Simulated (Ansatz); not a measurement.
# BSiP (quintet): the correlation ladder, cc-pVDZ

Aim: climb from Hartree-Fock through coupled cluster for BSiP (quintet) at one geometry and basis, and see what each rung misses.

Method: cc-pVDZ, core rule «outside noble gas», up to 11 orbitals frozen; program: Ansatz 0.2.0, Gaussian basis.

Plan: UHF; CCSD(T) on ROHF; CCSD(T) on UHF; BCCD(T) on ROHF; CISD as a restricted active space (open shells left free, so some higher excitations enter); CCSDT(Q) on ROHF; CCSDT(Q) on UHF.

29 further runs of the same task are left out: 5 for a known fault of the program, 9 that didn't finish, 15 set aside as unsound or not needed. Runs told in other sessions of the task aren't counted.

### Step 1. What is computed

The geometry is a PBE0/def2-TZVP stationary point (not a proven minimum) of the parent state, kept for this charge and spin.

3 atoms, charge 0, spin multiplicity 5.

Atoms are counted from 1 here; the program's logs count them from 0.

Bond lengths: B1–P2 1.813 Å, B1–Si3 2.032 Å, P2–Si3 2.135 Å. Angles: P2–B1–Si3 67.2°, B1–P2–Si3 61.3°, B1–Si3–P2 51.5°.

### Step 2. UHF

in.yaml

```yaml
crystal:
  periodic: [false, false, false]
  atoms:
    - {symbol: B, position_ang: [0.000000, -1.336957, 0.188448]}
    - {symbol: P, position_ang: [0.000000, 0.294228, 0.979363]}
    - {symbol: Si, position_ang: [0.000000, 0.190151, -1.152618]}
basis:
  gaussian: {orbitals: cc-pVDZ}
magnetization: {spin_polarized: true, initial_magnetization: 4}
hamiltonian: {xc: hf}
output: {orbitals: {seedname: orbitals}}
```

Started as:

```bash
$ ansatz run in.yaml --threads 1 --pin off --events-out ev --progress --plain --max-ram 2393MiB
```

After this run come: CCSD(T) on ROHF; CCSD(T) on UHF; BCCD(T) on ROHF; CISD as a restricted active space (open shells left free, so some higher excitations enter); CCSDT(Q) on ROHF; CCSDT(Q) on UHF.

**Question.** What will the summary of the whole plan be? Wanted: UCCSDT(Q) from the RHF energy; RMP2 from UCCSDT(Q); UMP2 from UCCSDT(Q); RCCSD from UCCSDT(Q); RCCSD(T) from UCCSDT(Q); UCCSD(T) from UCCSDT(Q); RCCSDT(Q) from UCCSDT(Q); T1 diagnostic.

The runs gave:

| quantity | value |
| --- | --- |
| UCCSDT(Q) from the ROHF energy | -7.6209 eV |
| RMP2 from UCCSDT(Q) | +1210.2 meV |
| UMP2 from UCCSDT(Q) | +1280.3 meV |
| RCCSD from UCCSDT(Q) | +533.7 meV |
| RCCSD(T) from UCCSDT(Q) | +90.7 meV |
| UCCSD(T) from UCCSDT(Q) | +90.4 meV |
| RCCSDT(Q) from UCCSDT(Q) | +4.7 meV |
| levels within 1 kcal/mol (43 meV) | UCCSDT, RCCSDT(Q) |
| T1 diagnostic | 0.040 |

What this shows: RCCSD(T) misses by +90.7 meV, 1.2 % of the correlation energy. These misses are within one basis, not against nature; the frozen cores of restricted and unrestricted runs differ, which can shift their rows.

With open shells the CI space here admits some higher excitations, so it is larger than plain CISD.
